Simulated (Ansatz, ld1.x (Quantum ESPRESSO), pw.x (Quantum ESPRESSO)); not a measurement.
# beryllium (Be) (fcc): variants of one RRKJ potential in the solid

* Element: Be (Z = 4)
* Generator: ld1.x (Quantum ESPRESSO) 7.5
* Type: norm-conserving RRKJ (Kleinman–Bylander form)
* Functional: PBEsol
* Relativity: scalar-relativistic
* Frozen core: [He]
* Valence charge: 2
* Reference configuration: 2s2 2p0
* Partial waves: 2s (bound): rc 1.65 bohr; 2p (bound, empty): rc 4.20 bohr
* Local potential: the p channel
* Core correction: Bessel-smoothed model core, default radius (core density twice the valence density)

Crystal test: fcc Be in pw.x 7.5, no spin, 18³ k-points, Fermi–Dirac smearing 0.01 Ry, cutoffs set for each file from its atomic test. The reference is all-electron LAPW (Ansatz 0.2.0) with the same functional, mesh and smearing; V0 and B0 come from Birch–Murnaghan fits to the pressures at five volumes. Errors are pseudo minus all-electron; Δ is the rms difference of the E(V) curves that follow from these fits, minima aligned, over ±6 % about the mean V0. Mesh and smearing are coarse, so the numbers serve the comparison and aren't converged zero-temperature values; the lattice is a test structure that the element need not adopt.

All-electron: a0 = 3.149 Å (V0 = 7.81 Å³/atom), B0 = 120.1 GPa.

Base: The largest radius (4.20 bohr) exceeds half the bond length (2.11 bohr), so the spheres overlap, which is one possible source of error among others. This is a poor potential for the solid. The free energy does not fall steadily as the cutoff rises, most likely since the density grid, which shrinks with it, is too coarse for the model core; the lower cutoffs are not converged.

1 further variants are left out: they gave no file fit for a test, a broken result, the same result as the base, or pressures whose basis-set error rivals the error shown.

A dash in a converged row means that the minimum lies outside the volumes sampled.

```tsv
change	cutoffs (Ry)	pw.x	mean pressure error (GPa)
base	50/200	converged	-13.51
wave 2s (bound): rc 1.65 bohr becomes 2s (bound): rc 1.76 bohr	50/200	converged	-13.34
wave 2s (bound): rc 1.65 bohr becomes 2s (bound): rc 2.16 bohr	50/200	converged	-13.47
wave 2s (bound): rc 1.65 bohr becomes 2s (bound): rc 2.42 bohr	50/200	converged	-14.00
```

Problem. Give the row for: wave 2s (bound): rc 1.65 bohr becomes 2s (bound): rc 1.46 bohr.

Solution. pw.x: converged; mean pressure error (GPa): -13.81.
